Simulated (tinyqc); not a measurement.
Worked calculation: MP2 on RHF in the sto-3g basis, frozen core, for NH3, spin multiplicity 1. One step of it, computed by the program tinyqc.

Problem. Second-order Moller-Plesset energy. E2 = sum_ijab (ia|jb) [2 (ia|jb) - (ib|ja)] / (e_i + e_j - e_a - e_b) over occupied i, j and virtual a, b; the opposite-spin part is (ia|jb)^2 / denominator, the rest is same-spin, and SCS-MP2 scales them by 6/5 and 1/3.

orbital energies (hartree): MO1 -15.324070, MO2 -1.032647, MO3 -0.516497, MO4 -0.516496, MO5 -0.349167, MO6 0.513506, MO7 0.602970, MO8 0.602985

Two-electron integrals over orbitals (pq|rs), unique and non-zero (hartree); the lowest 1 orbital is frozen and left out:
```
(22|22) 0.602109    (32|22) 0.000008    (32|32) 0.117196    (33|22) 0.539075
(33|32) 0.045881    (33|33) 0.553102    (42|42) 0.117190    (43|42) -0.045886
(43|43) 0.043126    (44|22) 0.539064    (44|32) -0.045884   (44|33) 0.466855
(44|44) 0.553097    (52|22) -0.006201   (52|32) -3.27e-07   (52|33) 0.000250
(52|44) 0.000247    (52|52) 0.101392    (53|22) -3.38e-06   (53|32) -0.006824
(53|33) -0.012937   (53|44) 0.012933    (53|52) -0.000005   (53|53) 0.030971
(54|42) -0.006828   (54|43) 0.012936    (54|54) 0.030972    (55|22) 0.586687
(55|32) -4.08e-06   (55|33) 0.517901    (55|44) 0.517897    (55|52) 0.098081
(55|53) -0.000009   (55|55) 0.731811    (62|22) 0.123236    (62|32) -0.000013
(62|33) 0.072064    (62|44) 0.072055    (62|52) -0.015449   (62|53) -0.000008
(62|55) 0.108525    (62|62) 0.092274    (63|22) -0.000040   (63|32) -0.024143
(63|33) -0.032879   (63|44) 0.032830    (63|52) -0.000015   (63|53) 0.016147
(63|55) -0.000048   (63|62) -0.000035   (63|63) 0.057138    (64|42) -0.024168
(64|43) 0.032865    (64|54) 0.016157    (64|64) 0.057176    (65|22) -0.066643
(65|32) -0.000015   (65|33) -0.032611   (65|44) -0.032594   (65|52) 0.009436
(65|53) -2.61e-06   (65|55) -0.072758   (65|62) -0.054792   (65|63) 0.000022
(65|65) 0.040307    (66|22) 0.526591    (66|32) -0.000053   (66|33) 0.486158
(66|44) 0.486213    (66|52) -0.051266   (66|53) 0.000015    (66|55) 0.476133
(66|62) 0.089673    (66|63) 0.000011    (66|65) -0.049204   (66|66) 0.519782
(72|42) 0.033132    (72|43) 0.013045    (72|54) 0.023499    (72|64) 0.037390
(72|72) 0.055397    (73|42) 0.039047    (73|43) -0.014490   (73|54) -0.012161
(73|64) -0.028635   (73|72) -0.005179   (73|73) 0.033755    (74|22) 0.112427
(74|32) 0.039046    (74|33) 0.086049    (74|44) 0.057068    (74|52) 0.048453
(74|53) -0.012163   (74|55) 0.150926    (74|62) 0.075345    (74|63) -0.028647
(74|65) -0.041046   (74|66) 0.043968    (74|74) 0.139114    (75|42) 0.050037
(75|43) -0.021084   (75|54) 0.015231    (75|64) -0.021331   (75|72) 0.015007
(75|73) 0.019350    (75|75) 0.045183    (76|42) 0.090073    (76|43) -0.046853
(76|54) -0.022044   (76|64) -0.042514   (76|72) 0.002681    (76|73) 0.044918
(76|75) 0.037505    (76|76) 0.096101    (77|22) 0.540479    (77|32) -0.029186
(77|33) 0.472585    (77|44) 0.546309    (77|52) 0.017900    (77|53) 0.015583
(77|55) 0.543604    (77|62) 0.077898    (77|63) 0.036821    (77|65) -0.033188
(77|66) 0.491210    (77|74) 0.072202    (77|77) 0.567275    (82|22) 0.000044
(82|32) 0.033128    (82|33) -0.013028   (82|44) 0.013074    (82|52) -1.28e-06
(82|53) 0.023499    (82|55) 0.000040    (82|62) 0.000014    (82|63) 0.037389
(82|65) -0.000021   (82|66) 0.000028    (82|74) -0.005152   (82|77) 0.022380
(82|82) 0.055397    (83|22) 0.112418    (83|32) -0.039064   (83|33) 0.057059
(83|44) 0.086055    (83|52) 0.048452    (83|53) 0.012158    (83|55) 0.150925
(83|62) 0.075343    (83|63) 0.028596    (83|65) -0.041031   (83|66) 0.044021
(83|74) 0.073399    (83|77) 0.097190    (83|82) 0.005214    (83|83) 0.139132
(84|42) 0.039044    (84|43) -0.014481   (84|54) -0.012155   (84|64) -0.028618
(84|72) -0.005165   (84|73) 0.031942    (84|75) 0.019346    (84|76) 0.044908
(84|84) 0.033739    (85|22) -0.000013   (85|32) 0.050036    (85|33) 0.021070
(85|44) -0.021088   (85|52) 0.000007    (85|53) 0.015234    (85|55) -0.000015
(85|62) -0.000020   (85|63) -0.021316   (85|65) -3.35e-06   (85|66) -0.000037
(85|74) 0.019340    (85|77) -0.015275   (85|82) 0.015006    (85|83) -0.019367
(85|85) 0.045180    (86|22) 4.74e-06    (86|32) 0.090057    (86|33) 0.046819
(86|44) -0.046832   (86|52) -0.000019   (86|53) -0.022030   (86|55) -0.000019
(86|62) 2.77e-06    (86|63) -0.042461   (86|65) -0.000019   (86|66) -0.000049
(86|74) 0.044900    (86|77) -0.040929   (86|82) 0.002691    (86|83) -0.044937
(86|85) 0.037492    (86|86) 0.096049    (87|42) -0.029157   (87|43) 0.036851
(87|54) 0.015582    (87|64) 0.036846    (87|72) 0.022353    (87|73) -0.012476
(87|75) -0.015258   (87|76) -0.040916   (87|84) -0.012466   (87|87) 0.040309
(88|22) 0.540484    (88|32) 0.029244    (88|33) 0.546343    (88|44) 0.472552
(88|52) 0.017900    (88|53) -0.015603   (88|55) 0.543602    (88|62) 0.077909
(88|63) -0.036904   (88|65) -0.033200   (88|66) 0.491160    (88|74) 0.097209
(88|77) 0.486583    (88|82) -0.022324   (88|83) 0.072158    (88|85) 0.015285
(88|86) 0.040972    (88|88) 0.567328
```

Hartree-Fock energy = -55.42835563 hartree

Give: Terms; Pair energies; MP2 correlation energy; SCS-MP2 correlation energy; MP2 total energy.

Solution.

Terms (the 40 largest of 74):
```
i  j  a  b  (ia|jb)  (ib|ja)  denominator       term
3  3  8  8   0.1391   0.1391      -2.2390    -0.0086
4  4  7  7   0.1391   0.1391      -2.2389    -0.0086
3  4  8  7   0.0734   0.0319      -2.2389    -0.0038
4  3  7  8   0.0734   0.0319      -2.2389    -0.0038
2  4  6  7   0.0753   0.0374      -2.6656    -0.0032
4  2  7  6   0.0753   0.0374      -2.6656    -0.0032
3  2  8  6   0.0753   0.0374      -2.6656    -0.0032
2  3  6  8   0.0753   0.0374      -2.6656    -0.0032
2  2  6  6   0.0923   0.0923      -3.0923    -0.0028
4  4  6  6   0.0572   0.0572      -2.0600    -0.0016
3  3  6  6   0.0571   0.0571      -2.0600    -0.0016
4  5  7  6  -0.0410  -0.0213      -1.9821    -0.0013
5  4  6  7  -0.0410  -0.0213      -1.9821    -0.0013
5  3  6  8  -0.0410  -0.0213      -1.9822    -0.0013
3  5  8  6  -0.0410  -0.0213      -1.9822    -0.0013
5  2  6  6  -0.0548  -0.0548      -2.4088    -0.0012
2  5  6  6  -0.0548  -0.0548      -2.4088    -0.0012
5  5  7  7   0.0452   0.0452      -1.9043    -0.0011
5  5  8  8   0.0452   0.0452      -1.9043    -0.0011
5  5  6  6   0.0403   0.0403      -1.7253    -0.0009
2  2  7  7   0.0554   0.0554      -3.2712    -0.0009
2  2  8  8   0.0554   0.0554      -3.2713    -0.0009
3  3  7  7   0.0338   0.0338      -2.2389    -0.0005
4  4  8  8   0.0337   0.0337      -2.2390    -0.0005
4  3  7  6  -0.0286  -0.0286      -2.1495  -3.82e-04
3  4  6  7  -0.0286  -0.0286      -2.1495  -3.82e-04
3  4  7  6  -0.0286  -0.0286      -2.1495  -3.81e-04
4  3  6  7  -0.0286  -0.0286      -2.1495  -3.81e-04
4  4  8  6  -0.0286  -0.0286      -2.1495  -3.81e-04
4  4  6  8  -0.0286  -0.0286      -2.1495  -3.81e-04
3  3  6  8   0.0286   0.0286      -2.1495  -3.80e-04
3  3  8  6   0.0286   0.0286      -2.1495  -3.80e-04
3  5  8  8  -0.0194  -0.0194      -2.0716  -1.81e-04
5  3  8  8  -0.0194  -0.0194      -2.0716  -1.81e-04
3  5  7  7   0.0193   0.0193      -2.0716  -1.81e-04
5  3  7  7   0.0193   0.0193      -2.0716  -1.81e-04
4  5  8  7   0.0193   0.0193      -2.0716  -1.81e-04
5  4  7  8   0.0193   0.0193      -2.0716  -1.81e-04
5  4  8  7   0.0193   0.0193      -2.0716  -1.81e-04
4  5  7  8   0.0193   0.0193      -2.0716  -1.81e-04
```

Pair energies (hartree; pair i-j sums ij and ji):
```
pair  opposite spin  same spin
2-2         -0.0046          0
3-2         -0.0053    -0.0011
3-3         -0.0115          0
4-2         -0.0053    -0.0011
4-3         -0.0073    -0.0015
4-4         -0.0115          0
5-2         -0.0028          0
5-3         -0.0029  -3.92e-04
5-4         -0.0029  -3.92e-04
5-5         -0.0031          0
```

MP2 correlation energy = -0.061745 hartree

SCS-MP2 correlation energy = -0.070211 hartree

MP2 total energy = -55.490101 hartree
